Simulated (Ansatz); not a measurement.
We consider rock-salt MgS, described by G0W0@r²SCAN in Ansatz (hard PAW, contour deformation).

The cell has the measured lattice parameters. Conventional cell: a = 5.2033 Å, b = 5.2033 Å, c = 5.2033 Å, α = 90.00°, β = 90.00°, γ = 90.00°.

One run with a 8×8×8 mesh, response cutoff 100 eV and 147 empty bands, not extrapolated in mesh or basis; no spin–orbit coupling.

Highest filled and lowest empty level by k point (fractions of the reciprocal vectors of the cell (0.000 2.602 2.602) (2.602 0.000 2.602) (2.602 2.602 0.000) Å; eV from the valence maximum of each method):

| k | r²SCAN filled | r²SCAN empty | QP filled | QP empty |
|---|---|---|---|---|
| 0 0 0 | 0.00 | 4.64 | 0.00 | 5.49 |
| 0 0.25 0.25 | -0.99 | 5.74 | -1.08 | 6.81 |
| 0 0.25 0.375 | -1.23 | 5.17 | … | … |
| 0 0.25 -0.375 | -1.02 | 5.48 | … | … |
| 0 0.375 -0.5 | -1.59 | 4.04 | -1.72 | 5.07 |
| 0 -0.5 -0.5 | -1.73 | 3.47 | -1.87 | 4.47 |
| 0.125 0.25 0.375 | -0.69 | 6.54 | -0.75 | 7.65 |
| 0.125 0.375 -0.375 | -1.76 | 5.36 | -1.90 | 6.46 |

### Question
Estimate the withheld levels to about 0.1 eV.

### Answer

- 0 0.25 0.375, QP filled: -1.33
- 0 0.25 0.375, QP empty: 6.23
- 0 0.25 -0.375, QP filled: -1.10
- 0 0.25 -0.375, QP empty: 6.54

Note: cell and atoms aren't relaxed at this level.

Ansatz is a first-principles code.
